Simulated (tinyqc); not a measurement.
Born-Oppenheimer dynamics on the unrestricted B3LYP (VWN-RPA form)/sto-3g surface (energies and gradients from PySCF), for BH2, spin multiplicity 2, step by step. Computed by tinyqc, a small Python program that keeps every step (integrals from PySCF). Settings: charge = 0, multiplicity = 2, basis = sto-3g, functional = b3lyp, time step (fs) = 1.0, steps = 16. Command: `OMP_NUM_THREADS=1 python tinyqc.py 29063 29064 out.jsonl` (the two numbers bound the seeds that draw the settings). One thread of a shared host (Intel(R) Xeon(R) Processor @ 2.60GHz), about 10 s of CPU time with the checks.

## Velocity Verlet step 1

positions (bohr):
```
            x          y         z
1B   0.054802   0.037795  0.001890
2H  -0.011338   1.910513  0.890061
3H   0.056692  -1.814137  0.884392
```

velocities (bohr per atomic time unit):
```
               x             y             z
1B   0.000053854  -0.000015940   0.000120243
2H  -0.000660146   0.000131060  -0.000623757
3H   0.000071854   0.000043060  -0.000689757
```

gradient (hartree/bohr):
```
              x            y            z
1B  -0.00189685  -0.00952431   0.05739242
2H   0.00183299  -0.04850366  -0.02635424
3H   0.00006274   0.05802778  -0.03103997
```

masses (electron masses): 1B 20068.735323, 2H 1837.152588, 3H 1837.152588

gradient after step 1 (hartree/bohr):
```
              x            y            z
1B  -0.00248575  -0.01102807   0.05159870
2H   0.00228841  -0.03991716  -0.02317350
3H   0.00019586   0.05094503  -0.02842592
```

dt = 1 fs = 41.3414 atomic units; x' = x + v dt - g dt^2 / (2m); after the new gradient g', v' = v - (g + g') dt / (2m).

positions after step 1 (bohr):
```
            x          y         z
1B   0.057109   0.037541  0.004417
2H  -0.039482   1.938493  0.876533
3H   0.059633  -1.839349  0.870315
```

velocities after step 1 (bohr per atomic time unit):
```
               x             y             z
1B   0.000058368   0.000005229   0.000007983
2H  -0.000706518   0.001125926  -0.000066497
3H   0.000068944  -0.001183045  -0.000020678
```

## Velocity Verlet step 2

gradient after step 2 (hartree/bohr):
```
              x            y            z
1B  -0.00195534  -0.00653178   0.03040335
2H   0.00152074  -0.01610625  -0.01368193
3H   0.00043297   0.02263813  -0.01672096
```

As before.

positions after step 2 (bohr):
```
            x          y         z
1B   0.059628   0.038227  0.002550
2H  -0.069755   2.003608  0.884563
3H   0.062392  -1.911954  0.882682
```

velocities after step 2 (bohr per atomic time unit):
```
               x             y             z
1B   0.000062942   0.000023316  -0.000076479
2H  -0.000749376   0.001756272   0.000348182
3H   0.000061869  -0.002010964   0.000487292
```

## Energy conservation

The total energy should stay constant up to terms of order dt^2; the step counts as short enough if it moves by less than 2 % of the largest kinetic energy.

Trajectory:
```
time (fs)  1B-2H (angstrom)  potential (hartree)  kinetic (hartree)  total (hartree)
0.000000           1.097363         -25.58461120         0.00139368     -25.58321752
1.000000           1.107933         -25.58639133         0.00295257     -25.58343877
2.000000           1.142019         -25.59140783         0.00750078     -25.58390706
3.000000           1.186677         -25.59278178         0.00885153     -25.58393025
4.000000           1.227969         -25.58950538         0.00584807     -25.58365732
5.000000           1.255424         -25.58532760         0.00191075     -25.58341685
6.000000           1.263181         -25.58391890         0.00057497     -25.58334393
7.000000           1.249789         -25.58643631         0.00297696     -25.58345935
8.000000           1.218059         -25.59105876         0.00733394     -25.58372483
9.000000           1.175281         -25.59378643         0.00982092     -25.58396550
10.000000          1.133157         -25.59144265         0.00760122     -25.58384142
11.000000          1.105760         -25.58643720         0.00308344     -25.58335376
12.000000          1.103956         -25.58573454         0.00244920     -25.58328534
13.000000          1.128799         -25.59026447         0.00650125     -25.58376322
14.000000          1.170703         -25.59332852         0.00935398     -25.58397454
15.000000          1.215453         -25.59131618         0.00754492     -25.58377126
16.000000          1.250453         -25.58675719         0.00326577     -25.58349141
```

The total energy moves within 7.6e-04 hartree; that is over 2 % of the largest kinetic energy, so the time step is too long.
